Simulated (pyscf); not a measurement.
Optimised with ωB97X-D3(BJ)/def2-SVP in PySCF.

H₃Si–AsH₂ (SMILES [SiH3][AsH2]) + SiH₃• (SMILES [SiH3]) -> AsH₂• (SMILES [AsH2]) + H₃Si–SiH₃ (SMILES [SiH3][SiH3])
Surface: doublet. Broken: As–Si. Formed: Si–Si. Give ΔE‡ and ΔE from ωB97M-D3(BJ)/def2-TZVP, relative to the separated reactants.

ΔE‡ = 5.6 kcal/mol, ΔE = -11.6 kcal/mol. Zero-point energy shifts the barrier by +0.6 kcal/mol. It is a substitution at Si, with an imaginary mode of 518i cm⁻¹. This is the saddle that the search found; another between the same sides may lie lower. The angle at the attacked Si is 178°. Elements up to Kr have no core potential and no relativistic terms here.
